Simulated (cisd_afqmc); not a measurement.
Input (AFQMC/CISD/aug-cc-pVTZ; cisd_afqmc is a phaseless AFQMC code with CISD trial states that reads the integrals written by Ansatz):

Ansatz 0.2 input:
```python
import cisd_afqmc

open("ham.yaml", "w").write("""\
crystal:
  periodic: [false, false, false]
  atoms:
    - {symbol: N, position_ang: [-0.00356243, 0.11201664, 0.09548205]}
    - {symbol: H, position_ang: [0.80776927, -0.37468272, -0.32489897]}
    - {symbol: H, position_ang: [-0.78283228, -0.40943375, -0.34347535]}
basis:
  gaussian:
    orbitals: aug-cc-pVTZ
total_charge: -1
magnetization: {spin_polarized: false}
correlation: {method: ccsd, electrons: outside_noble_gas, hamiltonian_folder: ham}
""")
rep = cisd_afqmc.ansatz("ham.yaml")
e_ccsd = rep["correlation"]["coupled_cluster"]["energy"]["hartree"]
out = cisd_afqmc.run("ham", e_ccsd, trial="CISD", walkers=100, populations=8, threads=8, dt=0.005, steps=40, early=24, settle=10, least=32,
    cut=5e-5, rank_cut=2e-4, target=0.0004, seconds=1500, seed=1, memory=12960, gpu=False)
```

Output:

```
orbitals 91, occupied [4], factors 415 of 524, rank of the doubles 148 of 348
E(HF) = -55.547923
E(CCSD) on the cut factors = -55.811965, shift to the whole factors -0.000009
Energy of the trial state on the determinant = -55.811978
  tau behind 7.2 of longer steps, mean of the populations' last blocks
   2.0  -55.82497
   4.0  -55.82450
   6.0  -55.82523
   8.0  -55.82494
  10.0  -55.82385
  12.0  -55.82378
blocks 595 (0 outliers left out), error by blocks joined: 1: 0.00022, 2: 0.00026, 4: 0.00032, 8: 0.00036, 16: 0.00040
E(AFQMC/CISD) = -55.82480 +/- 0.00040
```
